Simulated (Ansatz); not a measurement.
## C₃H₅N, SMILES CC=C=N: a rigid scan of one bond length, step by step

Program: the Python package of Ansatz (0.2.0).

Notebook, run cell by cell (the value of a cell's last expression is shown):

```python
import ansatz as az
from ase import Atoms
import numpy as np
```

```python
SETTINGS = {
    "basis_set": "6-31G*",
    "xc": "R2SCAN0",
}
```

```python
atoms = Atoms(["C", "C", "C", "N", "H", "H", "H", "H", "H"], positions=[
    [-0.0029, 0.5745, -1.0818],
    [0.2721, -0.5329, -0.204],
    [0.158, -0.5128, 1.0784],
    [0.1958, -0.4931, 2.257],
    [-0.8073, 0.3148, -1.8423],
    [-0.4361, 1.492, -0.5322],
    [0.8698, 0.9408, -1.6334],
    [0.685, -1.4159, -0.6834],
    [-0.8459, -0.4138, 2.6246],
])
molecule = az.Crystal.molecule_from_ase(atoms)

symbols = [site.symbol for site in molecule.cartesian_sites]
start = np.array([site.position_ang for site in molecule.cartesian_sites])
axis = (start[5] - start[0]) / np.linalg.norm(start[5] - start[0])
moving = [5]
lengths, energies = [1.015, 1.062, 1.108, 1.154, 1.2, 1.246, 1.292, 1.362], []
for length in lengths:
    xyz = start.copy()
    xyz[moving] += (length - np.linalg.norm(start[5] - start[0])) * axis
    point = az.Crystal.molecule()
    for symbol, place in zip(symbols, xyz):
        point = point.atom(symbol, place.tolist())
    model = (
        point.calculation()
        .basis(gaussian=SETTINGS["basis_set"])
        .functional(SETTINGS["xc"])
        .accuracy("medium")
        .scf(lower_state_search="standard")
    )
    rep = model.run(threads=1).report
    energies.append(rep["free_energy_ev"])
    print(f"r = {length:6.3f} A  E = {energies[-1]:.5f} eV  <S^2> = {abs(rep['mean_field']['state']['spin_squared']):.3f}")
```

    r =  1.015 A  E = -4676.75907 eV  <S^2> = 0.000
    r =  1.062 A  E = -4676.86185 eV  <S^2> = 0.000
    r =  1.108 A  E = -4676.87513 eV  <S^2> = 0.000
    r =  1.154 A  E = -4676.82234 eV  <S^2> = 0.000
    r =  1.200 A  E = -4676.71930 eV  <S^2> = 0.000
    r =  1.246 A  E = -4676.57843 eV  <S^2> = 0.000
    r =  1.292 A  E = -4676.40952 eV  <S^2> = 0.000
    r =  1.362 A  E = -4676.11549 eV  <S^2> = 0.000

```python
# quartic fit about the minimum
fit = np.polynomial.Polynomial.fit(lengths, np.array(energies) - min(energies), 4).convert()
roots = [r.real for r in fit.deriv().roots() if abs(r.imag) < 1e-9 and fit.deriv(2)(r.real) > 0]
r_e = min(roots, key=lambda r: abs(r - lengths[int(np.argmin(energies))]))
print(f"minimum of the fit at {r_e:.4f} A, force constant {fit.deriv(2)(r_e):.2f} eV/A^2")
```

    minimum of the fit at 1.0931 A, force constant 34.07 eV/A^2

These settings explore the input space; basis and method may be short of convergence. The rest of the molecule is held rigid at a force-field or estimated start geometry, and the basis set is modest; single-reference methods fail as a bond breaks. The orbitals are restricted, so S² is zero by construction. Wall time of the script: 21 s on 1 thread of Arm Neoverse V1 (shared host), peak memory 0.21 GiB.

(Lines on the test bed's own set-up are left out of the output.)
